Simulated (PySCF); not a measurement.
Working out the ionisation energy of Ne

Ne [Ne] (1S) → Ne+ [He] 2s2 2p5 (2P). All numbers are calculated (PySCF 2.14, the spin-free X2C one-electron Hamiltonian (Gaussian nucleus), in x2c-SVPall). Frozen: 1s2. Energies in hartree (1 hartree = 27.21139 eV):

| part | Ne (lower) | Ne+ (upper) |
| --- | --- | --- |
| UHF | -128.512027 | -127.784751 |
| CCSD correlation | -0.187537 | -0.140861 |
| (T) | -0.001030 | -0.001056 |

Question: What does Hartree-Fock give?

Answer: (-127.784751) − (-128.512027) = 0.727276 hartree = 19.790 eV.

Question: What do CCSD and CCSD(T) give?

Answer: The CCSD correlation energies differ by 0.046676 hartree = 1.270 eV and the triples by -0.000026 hartree = -0.001 eV, so CCSD gives 21.060 eV and CCSD(T) 21.059 eV.

Measured between the centres of the two terms (NIST): 21.597 eV, so CCSD(T) (valence) is off by -0.538 eV.

A double-zeta basis recovers only part of the correlation energy.

What remains against the reference includes basis incompleteness, the frozen core and higher excitations.
